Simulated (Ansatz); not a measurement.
**N₄+ (doublet): geometry and frequencies at several levels**

Wanted for N₄+ (doublet): geometry and frequencies at several levels. Charge +1. Spin multiplicity 2.

Program: Ansatz 0.2.0. Level of theory: the levels named in each step. These are calculated values, not measurements.

### Step 1. The system as given

Bond lengths: N1–N2 1.094 Å, N3–N4 1.094 Å.

Structure file:

```xyz
4

N    53.0131   -8.5857   56.6698
N    51.9318   -8.7004   56.7936
N   -52.4586    8.7276  -56.1912
N   -52.4864    8.5585  -57.2721
```

### Step 2. Frequencies, PBE0-D4/def2-TZVPP

Contents of input.yaml:

```yaml
crystal:
  periodic: [false, false, false]
  atoms:
    - { symbol: "N", position_ang: [53.0131438, -8.5857353, 56.66975787] }
    - { symbol: "N", position_ang: [51.93181332, -8.70035245, 56.79355009] }
    - { symbol: "N", position_ang: [-52.4586027, 8.72758908, -56.19119738] }
    - { symbol: "N", position_ang: [-52.48635443, 8.55848867, -57.27211059] }
magnetization:
  spin_polarized: true
  initial_magnetization: 1
total_charge: 1
basis:
  gaussian: { orbitals: def2-TZVPP }
hamiltonian:
  xc: pbe0
  dispersion: d4
phonons: {}
```

The run is started by

```sh
$ ansatz run input.yaml --threads 2 --pin off --max-ram 5120MiB --backend cpu --events-out ev --progress --plain --runs-dir out
```

Further steps of the session: Relaxation, PBE-D4/def2-TZVPP; Frequencies, PBE-D4/def2-TZVPP; Relaxation, r2SCAN-D4/def2-TZVPP; Frequencies, r2SCAN-D4/def2-TZVPP; Relaxation, B3LYP-D4/def2-TZVPP; Frequencies, B3LYP-D4/def2-TZVPP; Relaxation, B2PLYP/def2-TZVPP.

What does the calculation give? Wanted: N1–N2 at B2PLYP/def2-TZVPP; N3–N4 at B2PLYP/def2-TZVPP; frequencies at B3LYP-D4/def2-TZVPP.

As calculated:

| quantity | value |
| --- | --- |
| N1–N2 at B2PLYP/def2-TZVPP | 1.108 Å |
| N3–N4 at B2PLYP/def2-TZVPP | 1.108 Å |
| frequencies at B3LYP-D4/def2-TZVPP | -5 to 2406 cm⁻¹ |

**Reading.** The N–N distance spreads over 0.012 Å, from B3LYP-D4/def2-TZVPP (shortest) to B2PLYP/def2-TZVPP. A small imaginary frequency is left, within the noise of the finite differences or a very flat motion.
